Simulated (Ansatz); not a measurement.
# 1T (CdI2-type) CdI2

The numbers are results of HISS (Ansatz, a program for electronic structure, PAW), not measurements.

Settings: plane-wave cutoff 460 eV, 9×9×4 k mesh (along the axes of the cell as run), Fermi–Dirac smearing 0.01 eV, scalar-relativistic PAW data made under PBE.

Cell: measured lattice: a = b = 4.244 Å, c = 6.859 Å, α = β = 90.00°, γ = 120.00°.

```yaml
band_gap: 3.69 eV
smallest_direct_gap_on_the_k_points_sampled: 4.04 eV
"Γ–Γ gap": 4.09 eV
```

Note: cell and atoms aren't relaxed at this level (pressure 0.6 GPa).

Spin–orbit coupling is not included; with these elements it can move the gap by several tenths of an eV or more.

Static lattice: no zero-point or thermal effects.

It cost roughly 8 core-minutes of CPU time.
